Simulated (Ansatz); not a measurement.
Geometry optimisation, RKS CAM-B3LYP-D4/6-31G* (Ansatz 0.2.0).

The input (input.yaml):

```yaml
crystal:
  periodic: [false, false, false]
  atoms:
    - { symbol: Si, position_ang: [0.0, 0.0, 0.0] }
    - { symbol: Si, position_ang: [0.0, 0.0, 2.22] }
    - { symbol: H, position_ang: [-1.3148, -0.4067, 2.7074] }
    - { symbol: H, position_ang: [1.0096, -0.9353, 2.7074] }
    - { symbol: H, position_ang: [0.3052, 1.342, 2.7074] }
    - { symbol: H, position_ang: [1.3768, 0.0, -0.4862] }
    - { symbol: H, position_ang: [-0.6877, 1.1914, -0.4862] }
    - { symbol: H, position_ang: [-0.6877, -1.1914, -0.4862] }
basis:
  gaussian: { orbitals: "6-31G*" }
hamiltonian:
  xc: cam_b3lyp
  dispersion: d4
relax:
  f_tol: 0.02
  max_steps: 40
```

Launched with:

```bash
$ ansatz run input.yaml --threads 1 --pin off --max-ram 2048MiB --backend cpu --events-out ev --progress --plain --runs-dir out
```

Task: Where does it end, and by what steps?

Result: It converged. After 2 steps the energy has fallen by 0.146 eV; H8 moved furthest, 0.10 Å.

```json
{"step": "0", "energy less start (eV)": "0.0000", "largest force component (eV/Å)": "0.901", "accepted": "yes"}
{"step": "1", "energy less start (eV)": "-0.1378", "largest force component (eV/Å)": "0.234", "accepted": "yes"}
{"step": "2", "energy less start (eV)": "-0.1464", "largest force component (eV/Å)": "0.020", "accepted": "yes"}
```

```xyz
8
Properties=species:S:1:pos:R:3
Si 0.000 0.000 -0.058
Si 0.000 0.000 2.279
H -1.337 -0.390 2.799
H 1.006 -0.963 2.799
H 0.331 1.353 2.799
H 1.393 0.023 -0.578
H -0.715 1.194 -0.578
H -0.676 -1.217 -0.578
```

Whether the end is a true minimum wasn't checked by a vibrational analysis.

Time of the run: 7.5 s on 1 thread of Arm Neoverse V1, with other jobs on the host, peak memory 0.11 GiB.
